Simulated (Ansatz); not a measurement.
Geometry optimisation, Ansatz 0.2.0, RKS LDA/cc-pVDZ.

input.yaml

```yaml
crystal:
  periodic: [false, false, false]
  atoms:
    - { symbol: B, position_ang: [0.0, 0.0, 0.0] }
    - { symbol: F, position_ang: [0.0, 0.0, 1.32] }
    - { symbol: "N", position_ang: [1.3423, 0.0, -0.775] }
    - { symbol: H, position_ang: [1.8089, -0.9179, -1.0268] }
    - { symbol: H, position_ang: [1.7937, 0.9179, -1.0532] }
    - { symbol: H, position_ang: [-1.0305, 0.0, -0.595] }
basis:
  gaussian: { orbitals: cc-pVDZ }
hamiltonian:
  xc: lda
relax:
  f_tol: 0.02
  max_steps: 40
```

Run as:

```bash
$ ansatz run input.yaml --threads 1 --pin off --max-ram 2048MiB --backend cpu --events-out ev --progress --plain --runs-dir out
```

Question: Where does it end, and by what steps?

Answer: The forces met the threshold. After 8 steps the energy has fallen by 1.474 eV; H4 moved furthest, 0.83 Å.

| step | energy less start (eV) | largest force component (eV/Å) | accepted |
| --- | --- | --- | --- |
| 0 | 0.0000 | 3.419 | yes |
| 1 | -0.2793 | 1.690 | yes |
| 2 | -0.4585 | 0.717 | yes |
| 3 | -0.7338 | 1.859 | yes |
| 4 | -1.0522 | 1.614 | yes |
| 5 | -1.3616 | 1.047 | yes |
| 6 | -1.4705 | 0.294 | yes |
| 7 | -1.4740 | 0.028 | yes |
| 8 | -1.4742 | 0.013 | yes |

```xyz
6
Properties=species:S:1:pos:R:3
B 0.067 0.016 -0.044
F -0.021 -0.651 1.120
N 1.274 0.011 -0.731
H 2.101 -0.482 -0.383
H 1.402 0.498 -1.618
H -0.907 0.609 -0.474
```

Whether the end is a true minimum wasn't checked by a vibrational analysis.

The run took 9.4 s on 1 thread of Arm Neoverse V1, on a shared host, peak memory 0.12 GiB.
